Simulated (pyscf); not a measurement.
PySCF, gas phase, ωB97X-D3(BJ)/def2-SVP geometries.

Task: Estimate by transition-state theory the rate constant of H₂B–Cl + methane (CH₄) -> H₃C–BH–Cl + hydrogen (H₂) (singlet surface; B–H, C–H broken, B–C, H–H formed) at 900 K, with ωB97M-D3(BJ)/def2-TZVP energies (ideal gas, 1 atm, RRHO with modes under 100 cm⁻¹ raised to 100, one conformer, R ln 2 for chiral ones without a mode under 150 cm⁻¹; no tunnelling).

Result: The electronic barrier is 28.8 kcal/mol and the thermal terms add +28.3, so ΔG‡ = 57.1 kcal/mol. With k_BT/h = 1.88e+13 s⁻¹ and RT = 1.788 kcal/mol, and a volume of 1.23e-19 cm³ per molecule at 1 atm, k = 3.1e-20 cm³ molecule⁻¹ s⁻¹. Wigner's tunnelling factor for 1168i cm⁻¹ would be 1.15. A shift of 1 kcal/mol in the barrier changes k by a factor 1.7. At the saddle there is also a short B–H contact that neither side keeps. One saddle was located; it need not be the lowest between these sides.
